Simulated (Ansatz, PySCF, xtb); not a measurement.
Bonds broken one at a time in the series Ge SH-H. All species are isolated molecules in the gas phase. One relaxed conformer stands for each flexible species; it need not be the lowest. Strings in code marks are SMILES.

Quantity: homolytic bond dissociation enthalpy at 298 K (no spin–orbit term), in kcal/mol. Enthalpy corrections at 298 K come from GFN2-xTB frequencies (xtb).

Level 1: frozen-core CCSD(T)/cc-pVTZ // r2SCAN-D4/def2-TZVP (Ansatz, a quantum-chemistry and plane-wave program)
Level 2: B3LYP/6-311+G** (LANL2DZ on Ge) // r2SCAN-D4/def2-TZVP (PySCF)
Level 3: BP86/6-31G* // r2SCAN-D4/def2-TZVP (PySCF)
Level 4: HF/3-21G // r2SCAN-D4/def2-TZVP (PySCF)

```json
[
 {"species": "S–Ge bond of `[SH][GeH2][SH]` (H–S–Ge–S torsion -77°, S–Ge–S–H torsion 76°), giving `[SH]` and `[SH][GeH2]` (H–S–Ge–H torsion 164°)", "level 1": "75.6", "level 2": "65.1", "level 3": "71.8", "level 4": "46.1"},
 {"species": "S–Ge bond of `[SH][Ge]([SH])([SH])[SH]`, giving `[SH]` and `[SH][Ge]([SH])[SH]`", "level 1": "74.1", "level 2": "60.7", "level 3": "66.5", "level 4": "44.4"},
 {"species": "S–Ge bond of `[SH][GeH]([SH])[SH]`, giving `[SH]` and `[SH][GeH][SH]` (H–S–Ge–S torsion -176°, S–Ge–S–H torsion 54°)", "level 1": "75.1", "level 2": "62.9", "level 3": "69.2", "level 4": "44.7"},
 {"species": "S–Ge bond of `[SH][GeH3]`, giving `[GeH3]` and `[SH]`", "level 1": "76.1", "level 2": "67.2", "level 3": "74.8", "level 4": "46.0"}
]
```
